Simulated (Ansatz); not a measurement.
The end point of a relaxation of Cu. Space group Fm-3m (No. 225), fcc (Cu type). These are r2SCAN (plane waves to 500 eV, PAW, scalar-relativistic; Ansatz, a program for electronic structure) values and carry that method's errors.

```cif
data_Cu
_chemical_formula_sum 'Cu1'
_space_group_name_H-M_alt 'P 1'
_space_group_IT_number 1
_cell_length_a 2.53078
_cell_length_b 2.53078
_cell_length_c 2.53078
_cell_angle_alpha 60.000
_cell_angle_beta 60.000
_cell_angle_gamma 60.000
loop_
_space_group_symop_operation_xyz
  'x, y, z'
loop_
_atom_site_label
_atom_site_type_symbol
_atom_site_fract_x
_atom_site_fract_y
_atom_site_fract_z
_atom_site_occupancy
Cu1 Cu 0.50000 0.50000 0.50000 1
```

- Volume per atom = 11.46 Å³
- Density = 9.21 g/cm³
- Band gap = no gap (metallic)
- Shortest distances = Cu–Cu 2.53 Å
- k-mesh = 22×22×22

No spin polarisation in the result.

Measured for Cu: a 3.595 Å (static lattice; corrected from measurement; as listed in Gábor I. Csonka et al., Physical Review B (2009)). Computed minus measured — a: r2SCAN -0.4 %. The computed values are for a static lattice.

The run could not lose the symmetry of its start.

It was reached from a disturbed copy of a Im-3m (No. 229) cell (bcc (W type)), against which it lies -0.04 eV/atom.
